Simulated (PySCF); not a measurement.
Geometry (Å), atoms numbered from 1 in this order:
```xyz
10

O     2.403    0.260   -0.186
C     1.209    0.131   -0.093
C     0.188    1.227    0.062
C    -1.016    0.640    0.126
C    -0.864   -0.844    0.019
C     0.433   -1.160   -0.110
H     0.440    2.285    0.108
H    -1.980    1.139    0.238
H    -1.705   -1.538    0.045
H     0.895   -2.140   -0.211
```

No solvent, single conformer, fast rotation and ring inversion assumed for equivalent nuclei, relativity neglected. GIAO HF/pcSseg-2 shieldings; PBE0-D3(BJ)/def2-SVP structure; PySCF 2.14.

Chemical shifts δ = σref − σ; TMS for $^{13}$C, $^{1}$H; $^{17}$O against H2O, all at this level.

```json
{"atoms": "C4/C5", "nucleus": "$^{13}$C", "count": "2", "δ (ppm)": "157.3"}
{"atoms": "H8/H9", "nucleus": "$^{1}$H", "count": "2", "δ (ppm)": "?"}
{"atoms": "C2", "nucleus": "$^{13}$C", "count": "1", "δ (ppm)": "?"}
{"atoms": "H7/H10", "nucleus": "$^{1}$H", "count": "2", "δ (ppm)": "5.88"}
{"atoms": "O1", "nucleus": "$^{17}$O", "count": "1", "δ (ppm)": "688.0"}
{"atoms": "C3/C6", "nucleus": "$^{13}$C", "count": "2", "δ (ppm)": "130.2"}
```

Problem. Complete the table.

Solution. 
- C2: 207.3 ppm, ketone carbonyl carbon; low-lying n→π* states of the double bond to the heteroatom give a large paramagnetic term (-264 ppm)
- H8/H9: 7.31 ppm, hydrogen on a β carbon of a C=C–C=O unit; olefinic region

Shifts are as computed, not scaled to solution data. Of 1211 compounds with measured shifts, 218 miss one by over three times the rms of a fit or turn the order of signals round; such compounds aren't used in these exercises. Unscaled 17O shifts of doubly bonded oxygen tend to come out too high, by tens of ppm or more. Experimental scales use liquid or dissolved standards, which lie at an offset from isolated H2O (liquid H2O: subtract about 36 ppm).
